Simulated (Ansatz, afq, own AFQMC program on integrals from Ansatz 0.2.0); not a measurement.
CH$_{2}$Si, singlet: AFQMC among the cluster methods

```xyz
4

Si    0.0000    0.0000    0.5957
C     0.0000    0.0000   -1.1063
H     0.0000   -0.9093   -1.7078
H     0.0000    0.9093   -1.7078
```

Connectivity, by distances: Si–CH2.

Basis cc-pVDZ. Noble-gas cores (and the filled d shells of Ga–Kr and In–Xe) are frozen. Integrals, coupled cluster, full CI and functionals: Ansatz 0.2.0; the random walks run on the same integrals in our own AFQMC program. The CISD trial takes its coefficients from CCSD amplitudes. Released means that phaseless walkers are propagated on without the constraint, phases kept. Free AFQMC starts from the CCSD state and is never constrained. Its projection time is finite, and what remains of the start isn't in its error. ± is one standard error of the sampling.

Determinant: UHF, the one that the program's search chose, which needn't be the lowest solution. The geometry is a PBE0/def2-TZVP stationary point of this or a neighbouring charge and spin state.

No full CI on the walks' own integrals is used here; CCSDT(Q) serves as the reference and is uncertain by about the last step of the cluster series.

Cautions: an unrestricted solution with more broken spin lies lower (43 meV, ⟨S²⟩ 0.25), while this determinant keeps restricted orbitals.

- T1 diagnostic: 0.0157
- weight of the determinant in the CISD state: 0.861
- ⟨S²⟩ of the determinant: 0.000
- size of the correlated space: 10 electrons in 36 orbitals

```
  level  correlation energy (eV)
    MP2                  -5.8627
   CCSD                  -6.6656
CCSD(T)                  -6.9258
```

**Question.** Estimate where free-projection AFQMC lies against CCSD(T) on the same integrals.

**Answer.** 33.9 ± 14.6 meV below CCSD(T).

Reference: CCSDT(Q), correlation energy -6.973 eV. The released energy is read at 2.40 1/Eh (meV from the phaseless value at times in 1/Eh: 11 ± 20 at 0.24, 0 ± 17 at 0.51, 16 ± 13 at 0.99, -2 ± 18 at 1.62, 2 ± 16 at 2.40).

```csv
level,E − E(reference) (meV),share of correlation (%)
CCSD(T),47.5,99.32
CCSDT,22.3,99.68
ph-AFQMC/HF,129.5 ± 66.5,98.14
ph-AFQMC/CISD,-16.4 ± 16.7,100.24
released AFQMC,-14.5 ± 16.0,100.21
free AFQMC,13.6 ± 14.6,99.81
```

Free projections are given only where their last times agree within the noise and don't stop above the reference; a slow remainder of the start can still hide under it. A walk keeps the symmetry of its determinant, which the program's search chose and which needn't be the lowest solution, so a lower state of the same spin and another symmetry isn't excluded. Released energies are given only where the last usable release times agree within the noise; a slower fall can still hide under it.
